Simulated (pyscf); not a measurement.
PySCF, gas phase, ωB97X-D3(BJ)/def2-SVP geometries.

Task: F–Nb(F)(F)(F)–F (SMILES [F][Nb]([F])([F])([F])[F]) + HCl (SMILES Cl) → HF (SMILES F) + F–Nb(F)(F)(F)–Cl (SMILES [F][Nb]([F])([F])([F])[Cl])
Surface: singlet. Broken: F–Nb, Cl–H. Formed: F–H, Cl–Nb. Give ΔE‡ and ΔE from ωB97M-D3(BJ)/def2-TZVP, relative to the separated reactants.

Result: ΔE‡ = 8.3 kcal/mol, ΔE = +7.5 kcal/mol. Zero-point energy shifts the barrier by +0.1 kcal/mol. It is a four-centre exchange, with an imaginary mode of 687i cm⁻¹. On the reactant side the descent ends in an adduct with a Cl–Nb contact, 8.4 kcal/mol under the separated species and 13.0 kcal/mol under the saddle at ωB97X-D3(BJ)/def2-TZVP. On the product side the descent ends in an adduct with a F–Nb contact, 8.9 kcal/mol under the separated species and 9.2 kcal/mol under the saddle at ωB97X-D3(BJ)/def2-TZVP. What is counted as formed (Cl–Nb) is already present as a longer contact in the reactant adduct; forming that adduct is a step of its own. What is counted as broken (F–Nb) persists as a longer contact in the product adduct; parting that adduct is a step of its own. At ωB97X-D3(BJ) the barrier from the zero used here is 4.6 kcal/mol. One saddle was located; it need not be the lowest between these sides. Elements past Kr carry the def2 core potentials, without spin-orbit coupling.
